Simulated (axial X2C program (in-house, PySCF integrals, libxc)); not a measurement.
# LiO⁺: properties at the nuclei

Computed with an axial X2C code built on PySCF integrals: two-component X2C with atomic mean-field Coulomb and Gaunt terms, Gaussian nuclei, basis O dyall-av3z, Li dyall-cv3z with contracted cores.

R = 2.080 Å (near the PBE0 minimum at charge 1 of the determinant lowest at the starting distance; the state shown can have its own minimum elsewhere).

Determinant lowest in the PBE0 search, Ω = 1 (⟨Sz⟩ = 1.00, ⟨Lz⟩ = 0.00 at PBE0), spin on the atoms O 1.00, Li 0.00:

```tsv
level	Eeff magnitude (GV/cm)	Ws magnitude O (kHz)	A∥/gI O (MHz)	qzz O (a.u.)	A∥/gI Li (MHz)	qzz Li (a.u.)
PBE0	0.00189	0.000663	-196	-3.34	0.135	-0.02
HF	0.00312	0.00114	-120	-3.22	-0.921	-0.01
B3LYP	0.0018	0.000619	-184	-3.39	-0.148	-0.02
r2SCAN	0.00221	0.000776	-174	-3.36	-1.11	-0.02
LDA	0.00182	0.000633	-236	-3.34	-0.684	-0.02
```

Eeff is the effective electric field on the electron electric dipole moment in this Ω state and Ws the scalar–pseudoscalar constant of the nucleus named (defined with the proton number Z and per Ω); A∥ (defined per Ω) follows by multiplying with gI = μI/(I μN); qzz is the electric field gradient, eQq0 = 234.96 MHz × Q/barn × qzz. The operators were transformed with the bare-nucleus X2C matrices; with these basis sets, hyperfine constants and field gradients can be off by tens of per cent, and where levels differ in sign neither size nor sign is settled.

Q: With gI(17O) = -0.7575, Q(17O) = -0.02558 barn (g factors from the IAEA table of nuclear moments by Stone; Q from Pyykkö, Mol. Phys. 2018), turn the PBE0 values of the first state into constants in MHz.

A: A∥(17O) = -196 × -0.7575 = 148 MHz; eQq0(17O) = 234.96 × (-0.02558) × (-3.34) = 20.1 MHz.

Each state is one determinant with collinear spin, which with several unpaired electrons need not be a pure state. Unrestricted Hartree–Fock can overshoot spin polarisation at the nuclei. With several open shells hyperfine constants can be off by a factor of several. Open-shell Ω = 0 determinants with evenly filled partner blocks cannot be reached by this program, so the Ω shown need not be the lowest component. The search compared states at one distance, so a state with another bond length can lie lower. Further determinants of the search, some of them spin-mixed, are not shown. Where a field gradient or hyperfine factor spreads by more than a factor of two over the levels, a constant derived from it is not to be relied on.
